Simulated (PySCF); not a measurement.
Molecule: `[C-]#[N+]C(C)(C)C`, C$_{5}$H$_{9}$N.

Atoms are numbered as in `[C-:1]#[N+:2][C:3]([CH3:4])([CH3:5])[CH3:6]` (H(Xn): hydrogen on atom n).

Geometry PBE0-D3(BJ)/def2-SVP throughout; GIAO in PySCF 2.14.0 with density-fitted response routines, gas phase, one conformer, non-relativistic; equivalent atoms averaged; functional PBE0.

For orientation, 6-311+G(2d,p) gives these shifts δ (against TMS, NH3 at the same level): C1 170.8, C3 51.6, C4/C5/C6 31.6, N2 211.0, H(C4)/H(C5)/H(C6) 1.31 ppm.

A run gave: C1 161.9, C3 50.6, C4/C5/C6 32.3, N2 187.0, H(C4)/H(C5)/H(C6) 1.72 ppm (shifts δ (against TMS, NH3 at the same level)).

**Question.** Which basis set was used in that run?
A. 6-31G
B. IGLO-III
C. cc-pVDZ
D. 6-31G*

**Answer.** A. H(C4)/H(C5)/H(C6) tells them apart best: 6-31G gives 1.72, IGLO-III gives 1.33, 6-31G* gives 1.40, cc-pVDZ gives 1.37 ppm.
